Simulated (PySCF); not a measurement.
# Si₃: relaxation and vibrations of the singlet

Aim: relax Si₃ as a singlet from a linear chain start, check by its vibrations whether the end is a minimum, and collect its spectrum and constants.

Program: PySCF 2.14.0. Level of theory: PBE0, basis Si def2-TZVP, no relativity, density fitting. These are calculated values, not measurements.

## (1) The starting structure

3 atoms, charge 0, spin multiplicity 1.

Bond lengths: Si1–Si2 2.204 Å, Si1–Si3 2.204 Å. Angles: Si2–Si1–Si3 180.0°.

Coordinates in bohr (charge 0 multiplicity 1):
```
Si    0.0000    0.0000    0.0000
Si    0.0000    0.0000    4.1650
Si    0.0000    0.0000   -4.1650
```

## (2) Finding the electronic state

The steps below are one call of a driver around PySCF. For each, scf.py gives the equivalent set-up of the SCF; relaxations use the driver's own optimiser. After this first run the driver tries any further starts and a stability analysis.

Contents of scf.py:

```python
from pyscf import gto, scf, dft
mol = gto.M(atom='''
Si     0.000000     0.000000     0.000000
Si     0.000000     0.000000     2.204000
Si     0.000000     0.000000    -2.204000''',
    basis={'Si': 'def2-TZVP'},
    charge=0, spin=0)
mf = dft.RKS(mol, xc='PBE0')
mf.grids.atom_grid = (50, 194)
aux = {'Si': 'def2-universal-JKFIT'}
mf = mf.density_fit(auxbasis=aux)
mf.conv_tol = 1e-08
mf.diis_space = 10
mf.max_cycle = 60
mf.init_guess = 'minao'
mf.verbose = 4
mf.kernel()
```

On the command line:

```bash
OMP_NUM_THREADS=2 python axn.py task.json out
```

Further steps of the session: Linear chain start, singlet: relaxation; Vibrations and properties at this point; Following the imaginary mode; Vibrations and properties at this point.

What does the calculation give? Wanted: minimum; geometry; wavenumbers; dipole moment; highest occupied, lowest empty level; polar-tensor charge of Si1; zero-point energy; atomisation energy.

**Answer**, as computed:

```
                                 quantity                               value
                                  minimum                        singlet, C2v
                                 geometry  Si–Si 2.170 Å (×2); Si–Si–Si 78.6°
                       wavenumbers (cm⁻¹)        196 (a1), 553 (b2), 568 (a1)
                            dipole moment                              0.42 D
     highest occupied, lowest empty level                     -6.22, -3.75 eV
               polar-tensor charge of Si1                             -0.31 e
                        zero-point energy                          7.9 kJ/mol
                      entropy at 298.15 K                     277.2 J/(mol K)
atomisation energy (no zero-point energy)                          706 kJ/mol
```

What this shows: From D∞h at the start the molecule goes to a C2v minimum, after a stop at a second-order saddle point 86.1 kJ/mol higher, from which it was pushed off along an imaginary mode. In the infrared the band at 553 cm⁻¹ (b2, stretch) leads. Only this shape and spin were tried, so other structures or states may lie lower.
